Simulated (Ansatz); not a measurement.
**AlPH₄+ (doublet): wave-function methods side by side, cc-pVDZ**

One table from this session's results is given with a row withheld; the runs are named, their logs left out.

Method: cc-pVDZ, core rule «outside noble gas», up to 10 orbitals frozen; program: Ansatz 0.2.0, Gaussian basis.

Plan: UHF; CCSD(T) on ROHF; CCSD(T) on UHF; BCCD(T) on ROHF; CISD; CCSDT(Q) on ROHF; CCSDT(Q) on UHF.

6 further runs of the same task are left out: 3 for a known fault of the program, 3 set aside as unsound or not needed.

## The geometry

The geometry is a PBE0/def2-TZVP stationary point (not a proven minimum) of the parent state, kept for this charge and spin.

6 atoms, charge 1, spin multiplicity 2.

Atoms are counted from 1 here; the program's logs count them from 0.

Bond lengths: Al1–P2 2.322 Å, Al1–H3 1.586 Å, Al1–H4 1.586 Å, P2–H5 1.420 Å, P2–H6 1.420 Å. Angles: P2–Al1–H3 119.4°, P2–Al1–H4 119.4°, H3–Al1–H4 120.9°, Al1–P2–H5 94.0°, Al1–P2–H6 94.0°, H5–P2–H6 95.1°.

Set-up of the first run:

in.yaml

```yaml
crystal:
  periodic: [false, false, false]
  atoms:
    - {symbol: Al, position_ang: [-0.037782, 0.000000, 1.213636]}
    - {symbol: P, position_ang: [0.089997, 0.000000, -1.105232]}
    - {symbol: H, position_ang: [-0.021055, -1.380168, 1.995550]}
    - {symbol: H, position_ang: [-0.021055, 1.380168, 1.995550]}
    - {symbol: H, position_ang: [-0.856043, -1.048281, -1.257693]}
    - {symbol: H, position_ang: [-0.856043, 1.048281, -1.257693]}
basis:
  gaussian: {orbitals: cc-pVDZ}
total_charge: 1
magnetization: {spin_polarized: true, initial_magnetization: 1}
hamiltonian: {xc: hf}
output: {orbitals: {seedname: orbitals}}
```

Command:

```bash
> ansatz run in.yaml --threads 1 --pin off --events-out ev --progress --plain --max-ram 2816MiB --backend cpu
```

Among the steps run: UHF; CCSD(T) on ROHF; CCSD(T) on UHF; BCCD(T) on ROHF; CISD; CCSDT(Q) on ROHF; CCSDT(Q) on UHF.

One table of the session follows, with a row left open; its other results are not shown here.

```
   method  from UCCSDT(Q) (meV)
     ROHF               +5941.7
      UHF               +5825.4
     RMP2               +1342.8
     UMP2                     ?
     CISD                +649.0
    RCCSD                +174.8
    UCCSD                +171.5
 RCCSD(T)                 +37.8
 UCCSD(T)                 +37.9
  BCCD(T)                 +37.2
   RCCSDT                  +6.0
   UCCSDT                  +5.5
RCCSDT(Q)                  +0.6
UCCSDT(Q)                     0
```

Q: Estimate the row for UMP2 from the others.

**Answer.** from UCCSDT(Q) (meV): +1341.5. In the column «from UCCSDT(Q) (meV)» it lies between CISD (+649.0) and RMP2 (+1342.8).

Limits of these values: Restricted and unrestricted rows rest on different reference determinants; where their highest levels disagree by more than a few hundredths of an eV, they describe different states and don't form one ladder.
